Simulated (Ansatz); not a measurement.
**HCl (hydrogen chloride): where methods fail along a bond**

HCl: 2 atoms, total charge 0, spin state singlet. As SMILES, `Cl`. Geometry: relaxed at PBE0-D4/def2-TZVP.

```xyz
2

Cl    0.5460   -0.1785    0.2808
H    -0.5460    0.1785   -0.2808
```

The Cl1–H2 distance is scanned; the parts on either side stay rigid. Basis 3-21G, 5 core orbitals frozen in the correlated methods; program Ansatz 0.2.0. FCI is exact within this basis and core. Energies in eV from each method's value at 1.279 Å; methods without a U are spin-restricted. The shape above is that at 1.279 Å.

```csv
distance (Å),r2SCAN,wB97X,wB97M-V,HSE06,FCI
1.279,0.00,0.00,0.00,0.00,0.00
1.599,0.62,0.72,0.66,0.65,0.51
1.918,1.84,2.06,1.96,1.91,1.54
2.558,3.92,4.46,4.29,4.09,2.93
3.197,5.05,6.02,5.80,5.34,3.30
```

Departure from the FCI curve at its largest: r2SCAN +1.75 eV at 3.20 Å; wB97X +2.72 eV at 3.20 Å; wB97M-V +2.50 eV at 3.20 Å; HSE06 +2.03 eV at 3.20 Å. Restricted functionals keep the electrons paired too, and rise too high.
